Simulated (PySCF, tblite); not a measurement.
# C4H6FO radical: geometry, infrared bands and EPR parameters

Aim: predict the infrared bands and EPR parameters of C4H6FO radical (`C[C](F)CC=O`).

The runs use tblite 0.8.0 and PySCF 2.14.0, with density-fitted response routines of our own; the level of theory stands in each step. All values are computed, except where a source is named. Atoms are numbered from 0 throughout.

**1. The starting structure**

12 atoms, charge 0, multiplicity 2; geometry from: force field or distance geometry start.

Bonds of the start (Å): C0–C1 1.49, C1–F2 1.36, C1–C3 1.48, C3–C4 1.49, C4–O5 1.24, C0–H6 1.09, C0–H7 1.10, C0–H8 1.09, C3–H9 1.11, C3–H10 1.09, C4–H11 1.10.

**2. Optimising the geometry with GFN2-xTB**

Job settings and geometry (Å):

```
{"job": {"kind": "relax", "xc": "GFN2-xTB", "basis": "xTB"}, "charge": 0, "multiplicity": 2}
C      1.554200     0.501900     0.067800
C      0.348600    -0.059200     0.742000
F      0.183000     0.145500     2.076600
C     -0.666900    -0.823200    -0.020300
C     -1.613700     0.147800    -0.642400
O     -1.591800     0.434300    -1.846500
H      2.187900     1.018000     0.789300
H      1.253000     1.234700    -0.689200
H      2.135300    -0.290700    -0.406400
H     -1.244400    -1.485400     0.655700
H     -0.205000    -1.453000    -0.785800
H     -2.338900     0.628500     0.033200
```

Command:

```
OMP_NUM_THREADS=1 python probes_run.py task.json out
```

One launch serves the whole session: the jobs run in the order shown.

**Question.** This job is followed by: GFN2-xTB harmonic vibrations, gas phase; UKS B3LYP, pcH-1 on C F H O, non-relativistic, mean-field spin-orbit, GIAO. What will the session give for the following? strongest single infrared mode (GFN2-xTB); zero-point energy (GFN2-xTB); g(iso) (B3LYP); ⟨S²⟩; largest a(iso) (averaged by class); potential on the surface of density 0.002 e/bohr³, 1st and 99th percentile.

As calculated:

| quantity | value |
| --- | --- |
| strongest single infrared mode (GFN2-xTB) | 1701 cm⁻¹, 428 km/mol |
| zero-point energy (GFN2-xTB) | 55.9 kcal/mol |
| g(iso) (B3LYP) | 2.00468 |
| ⟨S²⟩ | 0.759 (exact 0.75) |
| largest a(iso) (averaged by class) | 19F on F2, 134.3 MHz |
| potential on the surface of density 0.002 e/bohr³, 1st and 99th percentile | -1.62 V and 1.16 V |

In words: Relaxing lowered the energy by 0.239 eV in 84 steps; the close pair that moved most is C3–C4, from 1.492 to 1.522 Å. No mode is imaginary among the 30: a minimum at this level. The strongest single mode, at 1701 cm⁻¹, moves mainly C4 and O5. GFN2-xTB is a fitted tight-binding method: band positions and strengths are rough. Its intensities can rank the bands wrongly. C1 carries the largest spin population, 0.78 e. The isotropic g lies 2.4 ppt above the free-electron value. These values are for one conformer; the search (at its own cheap level) found 1 more, at 0.77 kcal/mol, and measured spectra average over such forms.
